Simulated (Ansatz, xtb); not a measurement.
Species: ethane, C2H6, net charge 0, singlet state. SMILES: CC
Structure (B3LYP-D3(BJ)/def2-TZVP (Ansatz, a first-principles code) minimum search):
```xyz
8

C      0.0020    -0.0069     0.7631
C     -0.0020     0.0069    -0.7631
H      0.0089     1.0066     1.1692
H     -0.8808    -0.5139     1.1578
H      0.8809    -0.5241     1.1531
H     -0.0089    -1.0066    -1.1692
H     -0.8809     0.5241    -1.1531
H      0.8808     0.5139    -1.1578
```

Harmonic wavenumbers from GFN2-xTB (xtb, at its own minimum), cm⁻¹: 301, 861, 861, 1069, 1209, 1209, 1400, 1434, 1508, 1508, 1509, 1509, 3023, 3024, 3035, 3040, 3041, 3042.

Problem. Give the harmonic wavenumbers at B3LYP-D3(BJ)/def2-TZVP (Ansatz, finite differences of forces, unscaled).

Solution. 308, 828, 829, 1000, 1223, 1223, 1412, 1423, 1502, 1503, 1506, 1506, 3031, 3032, 3075, 3075, 3100, 3100 cm⁻¹. Zero-point energy 46.7 kcal/mol.

Problem. From these and the geometry, give the ideal-gas thermochemistry at 298.15 K and 1 atm (rigid rotor, harmonic oscillator).

Solution. Point group D3d, rotational symmetry number 6. Rotational constants 80.77, 20.01, 20.01 GHz. S(trans) 36.14, S(rot) 16.28, S(vib) 1.99, S(elec, spin only) 0.00, S 54.4 cal/(mol K). H(298) - H(0) 2.78 kcal/mol; G - E(el) 33.3 kcal/mol. Tabulated S at 1 bar: 54.8 cal/(mol K) (CRC Handbook, as tabulated in the package chemicals); it can hold hindered rotation or other conformers, which this model lacks.
